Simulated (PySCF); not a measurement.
## Basis and Hamiltonian dependence of the ionisation energy of Li

Li [He] 2s1 (2S) → Li⁺ 1s2 (1S). All values are computed (PySCF 2.14, energy differences of UHF-based or UKS calculations, no spin-orbit coupling). Values in eV.

| basis | Hamiltonian | functions | UHF | PBE | PBE0 | CCSD(T) (valence and next inner shell) |
| --- | --- | --- | --- | --- | --- | --- |
| def2-SVP | non-relativistic | 9 | 5.229 | n/a | 5.475 | n/a |
| def2-TZVP | non-relativistic | 14 | 5.342 | 5.586 | n/a | n/a |
| 6-31G* | non-relativistic | 14 | 5.327 | 5.573 | n/a | n/a |
| def2-TZVPPD | non-relativistic | 22 | 5.342 | 5.586 | 5.569 | 5.374 |
| aug-cc-pVDZ-DK | spin-free X2C | 23 | 5.342 | 5.577 | 5.564 | n/a |
| cc-pVTZ | non-relativistic | 30 | 5.342 | n/a | n/a | n/a |
| dyall-av2z | non-relativistic | 32 | 5.342 | 5.587 | 5.570 | n/a |
| x2c-QZVPPall | spin-free X2C | 35 | 5.343 | 5.586 | 5.569 | 5.376 |
| x2c-QZVPPall with one added diffuse shell each of s, p type | spin-free X2C | 39 | 5.343 | 5.586 | 5.569 | 5.376 |
| dyall-av3z | non-relativistic | 57 | 5.343 | 5.589 | 5.571 | n/a |
| dyall-acv3z | spin-free X2C | 57 | 5.343 | 5.590 | 5.571 | 5.387 |
| aug-cc-pCVTZ-DK with one added diffuse shell each of s, p, d, f type | spin-free X2C | 75 | 5.343 | n/a | n/a | 5.380 |
| aug-cc-pVQZ-DK | spin-free X2C | 80 | 5.343 | 5.585 | 5.568 | n/a |
| aug-cc-pCVQZ | non-relativistic | 109 | 5.343 | 5.589 | 5.571 | 5.389 |

Frozen in the all-electron rows: valence: 1s2; valence and next inner shell: nothing.

Reference for a calculation without spin-orbit coupling: 5.392 eV (measured, between term centres; NIST).
